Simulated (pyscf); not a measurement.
Elementary routes open to HO–BH–OH (SMILES OBO) + H• (SMILES [H]) in the gas phase (doublet surface):
A. H₂O (SMILES O) + [HB–OH]• (SMILES [BH]O) (B–O broken; H–O formed)
B. [HO–B–OH]• (SMILES O[B]O) + H₂ (SMILES [H][H]) (B–H broken; H–H formed)
C. •O–BH–OH (SMILES [O]BO) + H₂ (SMILES [H][H]) (H–O broken; H–H formed)

Structures and frequencies: ωB97X-D3(BJ)/def2-SVP in PySCF.

### Question
Rank the routes by free-energy barrier at 298 K, lowest first, for ωB97M-D3(BJ)/def2-TZVP energies (ideal gas, 1 atm, RRHO with modes under 100 cm⁻¹ raised to 100, one conformer, R ln 2 for chiral ones without a mode under 150 cm⁻¹).

### Answer
B (21.0 kcal/mol), C (22.4 kcal/mol), A (43.5 kcal/mol)

Route B is the fastest of these, ahead of the next by 1.4 kcal/mol. The most stable products are those of B (ΔG = +3.6 kcal/mol), so kinetics and thermodynamics agree. At 1200 K B is still the fastest. A: On the product side the descent ends in a complex, 5.2 kcal/mol under the separated species and 11.6 kcal/mol under the saddle at ωB97X-D3(BJ)/def2-TZVP. Only these routes are compared; each barrier is that of the saddle found, and lower ones may exist.
